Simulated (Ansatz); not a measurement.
Mulliken charges of C2H4FNO, SMILES `N/C=C(\O)F` from PBE/def2-TZVPP in Ansatz (PBE0-D4/def2-TZVP geometry).

```json
{"atom": "N1", "x (Å)": "-0.396", "y (Å)": "0.066", "z (Å)": "-1.453", "charge (e)": "-0.286"}
{"atom": "C2", "x (Å)": "0.563", "y (Å)": "-0.188", "z (Å)": "-0.467", "charge (e)": "-0.124"}
{"atom": "C3", "x (Å)": "0.330", "y (Å)": "-0.119", "z (Å)": "0.835", "charge (e)": "0.243"}
{"atom": "O4", "x (Å)": "-0.795", "y (Å)": "0.367", "z (Å)": "1.391", "charge (e)": "-0.281"}
{"atom": "F5", "x (Å)": "1.244", "y (Å)": "-0.511", "z (Å)": "1.738", "charge (e)": "-0.168"}
{"atom": "H6", "x (Å)": "-1.222", "y (Å)": "0.510", "z (Å)": "-1.077", "charge (e)": "0.149"}
{"atom": "H7", "x (Å)": "-0.032", "y (Å)": "0.614", "z (Å)": "-2.219", "charge (e)": "0.158"}
{"atom": "H8", "x (Å)": "1.537", "y (Å)": "-0.522", "z (Å)": "-0.799", "charge (e)": "0.096"}
{"atom": "H9", "x (Å)": "-1.139", "y (Å)": "-0.265", "z (Å)": "2.034", "charge (e)": "0.213"}
```

Task: By hand: the dipole of these point charges (1 e Å = 4.8032 D).

Result: Σ q r = (-0.144, 0.025, -0.161) e Å, of length 0.217 e Å = 1.04 D.

Task: How does the dipole of the full density compare? (Estimate.)

Result: Computed: (-0.198, 0.065, -0.091) e Å, 1.09 D; the point charges give 0.95 times that, at 25° from its direction.

Point charges leave out the atoms' own dipoles, such as those of lone pairs, and Mulliken's split depends on the basis, so the two needn't agree.
